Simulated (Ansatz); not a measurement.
A calculation with Ansatz (development build ahead of 0.2.0).

```yaml
crystal:
  periodic: [false, false, false]
  atoms:
    - { symbol: H, position_ang: [0.0, 0.0, -1.62616] }
    - { symbol: C, position_ang: [0.0, 0.0, -0.51494] }
    - { symbol: O, position_ang: [0.0, 0.0, 0.58948] }
basis:
  gaussian: { orbitals: cc-pVTZ }
total_charge: 1
hamiltonian:
  xc: hf
correlation:
  method: mp2
  frozen_orbitals: { C: 1, H: 0, O: 1 }
```

The input is written out in the form of the current development build from the run's settings.

Output:

```yaml
Converged: yes
Reference_energy: -113.01037 hartree
Correlation_energy: -0.36392 hartree
Total_energy: -113.37429 hartree
Spin_squared_of_the_determinant: 0.000
```
